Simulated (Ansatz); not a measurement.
Start from `FC(F)(F)Cl` and change one atom or group to get `CC(F)(F)F`.

Ansatz, PBE0-D4/def2-TZVP geometries, multiplicity 1. 

| property | `FC(F)(F)Cl` |
| --- | --- |
| size of the dipole moment (ωB97M-V/def2-TZVPP) / D | 0.40 |
| ideal-gas entropy at 298 K and 1 bar (rigid rotor, harmonic PBE0-D4/def2-TZVP) / J/(mol·K) | 285 |
| size of the dipole moment (PBE/def2-TZVPP) / D | 0.25 |
| HOMO–LUMO gap (ωB97M-V/def2-TZVPP) / eV | 14.84 |
| HOMO–LUMO gap (PBE0/def2-TZVPP) / eV | 10.15 |
| HOMO energy (ωB97M-V/def2-TZVPP) / eV | -12.40 |

Problem. What does the change do to each property? (Best estimate.)

Solution. The calculation gave: 
```csv
property,`CC(F)(F)F`,shift
size of the dipole moment (ωB97M-V/def2-TZVPP) / D,2.28,1.88
"ideal-gas entropy at 298 K and 1 bar (rigid rotor, harmonic PBE0-D4/def2-TZVP) / J/(mol·K)",286,1
size of the dipole moment (PBE/def2-TZVPP) / D,2.14,1.89
HOMO–LUMO gap (ωB97M-V/def2-TZVPP) / eV,16.15,1.31
HOMO–LUMO gap (PBE0/def2-TZVPP) / eV,12.35,2.20
HOMO energy (ωB97M-V/def2-TZVPP) / eV,-13.34,-0.94
```

With PBE0 the HOMO falls by 0.87 eV and the LUMO rises by 1.34 eV, so the gap widens by about 2.21 eV. PBE moves the HOMO by -0.65 eV and ωB97M-V by -0.94 eV. The zero-point energy changes by 98.0 kJ/mol with +9 modes. Dipoles are sizes alone; their direction can turn.
